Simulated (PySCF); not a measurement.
**How the functional moves excitation energies**

2-chloro-1-propene, C3H5Cl.
Bonds: C1–C2 (double), C2–C3, C2–Cl4. Hydrogens: H5, H6 on C1; H7, H8, H9 on C3.

Linear-response calculations in the def2-SVPD basis (PySCF; singlets by full response, triplets Tamm–Dancoff, core orbitals frozen in the response; HF means time-dependent Hartree–Fock). 'Strongest' is the level of largest summed f among the singlets computed (10 roots, of which the last may lack a degenerate partner); it can jump between rows when another state enters that window. S1 is the lowest singlet of each run and needn't be the same state throughout; f(S1) is that of one state. Geometry: PBE0-D3(BJ)/def2-SVP; no solvent, vibrations or thermal averaging.

| functional | kind | S1 (eV) | f(S1) | strongest (eV) | T1 (eV) | HOMO (eV) | gap (eV) | ionisation energy, ΔSCF (eV) |
| --- | --- | --- | --- | --- | --- | --- | --- | --- |
| LDA | LDA | 6.18 | 0.000 | 6.26 | 4.39 | -6.35 | 5.01 | 9.64 |
| PBE | GGA | 6.13 | 0.000 | 6.28 | 4.18 | -6.21 | 5.06 | 9.42 |
| B3LYP | global hybrid, 20% exact exchange | 6.39 | 0.000 | 6.57 | 4.17 | -7.14 | 6.74 | 9.55 |
| PBE0 | global hybrid, 25% exact exchange | 6.56 | 0.000 | 6.71 | 4.11 | -7.37 | 7.21 | 9.54 |
| BHandHLYP | global hybrid, 50% exact exchange | 6.81 | 0.000 | 6.92 | 4.05 | -8.37 | 9.27 | 9.48 |
| CAM-B3LYP | range-separated hybrid | 6.69 | 0.000 | 6.78 | 4.13 | -8.68 | 9.63 | 9.64 |
| wB97X-D | range-separated hybrid | 6.77 | 0.000 | 6.82 | 4.26 | -9.21 | 10.86 | 9.60 |
| LC-wPBE | range-separated hybrid | 7.02 | 0.345 | 7.02 | 4.02 | -10.07 | 12.17 | 9.75 |
| HF | Hartree–Fock | 7.17 | 0.450 | 7.17 | 3.57 | -9.89 | 12.47 | not settled |

S1 runs from 6.13 eV (PBE) to 7.17 eV (HF), a spread of 1.04 eV, while the orbital gap spreads over 7.5 eV. Along PBE (0%), B3LYP (20%), PBE0 (25%), BHandHLYP (50%), HF (100%) S1 rises with the share of exact exchange. −ε(HOMO) comes closest to its own ΔSCF ionisation energy with LC-wPBE (+0.32 eV) and misses most with LDA (-3.29 eV). 'Not settled' means that the ion's SCF failed to converge or may have ended in another state than the lowest.
